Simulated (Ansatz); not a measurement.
# H2F (doublet): from Hartree-Fock to the top rungs at distance H1–H2 along a hydrogen transfer = 0.745 Å, cc-pVTZ

Aim: climb from Hartree-Fock through coupled cluster and multireference methods for H2F (doublet) at one geometry and basis, and see what each rung misses.

Computed with Ansatz 0.2.0, Gaussian basis. Level: cc-pVTZ, core rule «outside noble gas», up to 1 orbitals frozen.

Plan: UHF; CCSD(T) on ROHF; CCSD(T) on UHF; BCCD(T) on ROHF; CISD; CCSDT(Q) on ROHF; CCSDT(Q) on UHF; CASSCF and NEVPT2, 3 electrons in 3 orbitals; CASSCF and MRCISD+Q, 9 electrons in 6 orbitals; CASSCF and NEVPT2, 9 electrons in 6 orbitals.

4 further runs of the same task are left out: 4 that didn't finish.

## 1. The system

The geometry derives from fragments relaxed apart (PBE0/def2-TZVP) and kept rigid, so it is no stationary point. A hydrogen atom is moved between rigid fragments.

3 atoms, charge 0, spin multiplicity 2.

Atoms are counted from 1 here; the program's logs count them from 0.

Bond lengths: H1–H2 0.745 Å.

## 2. UHF

File in.yaml:

```yaml
crystal:
  periodic: [false, false, false]
  atoms:
    - {symbol: H, position_ang: [0.000000, 0.000000, -0.960333]}
    - {symbol: H, position_ang: [0.000000, 0.000000, -0.215333]}
    - {symbol: F, position_ang: [0.000000, 0.000000, 1.175667]}
basis:
  gaussian: {orbitals: cc-pVTZ}
magnetization: {spin_polarized: true, initial_magnetization: 1}
hamiltonian: {xc: hf}
output: {orbitals: {seedname: orbitals}}
```

Run with:

```bash
$ ansatz run in.yaml --threads 1 --pin off --events-out ev --progress --plain --max-ram 2393MiB
```

The runs that follow: CCSD(T) on ROHF; CCSD(T) on UHF; BCCD(T) on ROHF; CISD; CCSDT(Q) on ROHF; CCSDT(Q) on UHF; CASSCF and NEVPT2, 3 electrons in 3 orbitals; CASSCF and MRCISD+Q, 9 electrons in 6 orbitals; CASSCF and NEVPT2, 9 electrons in 6 orbitals.

Q: Predict the results of all the runs planned. Wanted: UCCSDT(Q) below the RHF energy; RMP2 from UCCSDT(Q); UMP2 from UCCSDT(Q); RCCSD from UCCSDT(Q); RCCSD(T) from UCCSDT(Q); UCCSD(T) from UCCSDT(Q); RCCSDT(Q) from UCCSDT(Q); NEVPT2 pair from UCCSDT(Q); NEVPT2 valence from UCCSDT(Q).

**Answer**, as computed:

```
                         quantity                                                   value
   UCCSDT(Q) below the RHF energy                                              -7.6531 eV
              RMP2 from UCCSDT(Q)                                              +762.5 meV
              UMP2 from UCCSDT(Q)                                              +732.0 meV
             RCCSD from UCCSDT(Q)                                              +164.4 meV
          RCCSD(T) from UCCSDT(Q)                                               +17.2 meV
          UCCSD(T) from UCCSDT(Q)                                               +15.9 meV
         RCCSDT(Q) from UCCSDT(Q)                                                +1.5 meV
       NEVPT2 pair from UCCSDT(Q)                                              +605.5 meV
    NEVPT2 valence from UCCSDT(Q)                                             +1152.1 meV
  MRCISD+Q valence from UCCSDT(Q)                                              +133.0 meV
levels within 1 kcal/mol (43 meV)  RCCSD(T), UCCSD(T), BCCD(T), RCCSDT, UCCSDT, RCCSDT(Q)
                    T1 diagnostic                                                   0.041
   effectively unpaired electrons                                                    1.01
```

In words: RCCSD(T) misses by +17.2 meV, 0.2 % of the correlation energy. The occupations are near whole numbers, but T1 = 0.041 shows that the orbitals relax strongly. Of the multireference levels listed MRCISD+Q valence comes nearest in total energy (+133.0 meV), which doesn't show that its space is the better one. These misses are within one basis, not against nature; the frozen cores of restricted and unrestricted runs differ, which can shift their rows.
